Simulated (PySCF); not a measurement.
Compound: C2H7OP.
Atom-mapped SMILES: `[CH3:1][PH:2]([CH3:3])=[O:4]` (hydrogens: H5, H6, H7 on C1; H8 on P2; H9, H10, H11 on C3)

The closed-shell ground state was solved at several levels (PySCF, density fitting, gas phase, non-relativistic). Isolated species at its PBE0-D3(BJ)/def2-SVP geometry, gas phase.

```csv
level,basis functions,total energy (Eh),HOMO (eV),LUMO (eV),gap (eV),dipole (D)
mPW1PW91/pcSseg-2,249,-497.1013,-7.78,0.29,8.07,4.41
PBE/pcSseg-2,249,-496.7710,-6.29,-0.38,5.91,4.17
KT2/pcSseg-2,249,-502.3946,-6.39,-0.37,6.02,4.15
HF/pcSseg-2,249,-495.5226,-11.43,2.37,13.80,4.86
BLYP/pcSseg-2,249,-497.0615,-6.18,-0.38,5.80,4.19
B3LYP/pcSseg-2,249,-497.1510,-7.52,0.01,7.53,4.39
OPBE/pcSseg-2,249,-497.0188,-6.23,-0.26,5.97,4.10
PBE0/pcSseg-2,249,-496.8115,-7.76,0.31,8.07,4.40
KT3/pcSseg-2,249,-501.9645,-6.39,-0.55,5.84,4.11
LDA/pcSseg-2,249,-494.5635,-6.46,-0.48,5.98,4.29
B97-D/pcSseg-2,249,-497.0202,-6.27,-0.24,6.03,4.21
```

Q: Estimate the row for BP86/pcSseg-2, a basis of 249 functions; the other rows only guide the guess.

A: Total energy -497.1626 Eh, HOMO -6.39 eV, LUMO -0.23 eV, gap 6.16 eV, dipole 4.20 D.

Q: Over all these levels, which gives the widest orbital gap and which the narrowest?

A: HF/pcSseg-2 (Hartree–Fock, all exact exchange) has the widest, 13.80 eV, and BLYP/pcSseg-2 (GGA) the narrowest, 5.80 eV. From the narrowest to the widest the HOMO moves by -5.25 eV and the LUMO by +2.75 eV.

Q: In the pcSseg-2 basis, how does the gap go with the fixed share of exact exchange?

A: BLYP (0 %) 5.80 eV; KT3 (0 %) 5.84 eV; PBE (0 %) 5.91 eV; OPBE (0 %) 5.97 eV; LDA (0 %) 5.98 eV; KT2 (0 %) 6.02 eV; B97-D (0 %) 6.03 eV; BP86 (0 %) 6.16 eV; B3LYP (20 %) 7.53 eV; mPW1PW91 (25 %) 8.07 eV; PBE0 (25 %) 8.07 eV; HF (100 %) 13.80 eV. Each rise in the share widens the gap here.

Q: How far do the dipole and the HOMO energy spread over the levels?

A: The dipole runs from 4.10 to 4.86 D (mean 4.29 D) and the HOMO from -11.43 to -6.18 eV.

The pairwise dispersion term of B97-D wasn't added to the energies; at a given geometry it leaves orbitals and properties as they are.
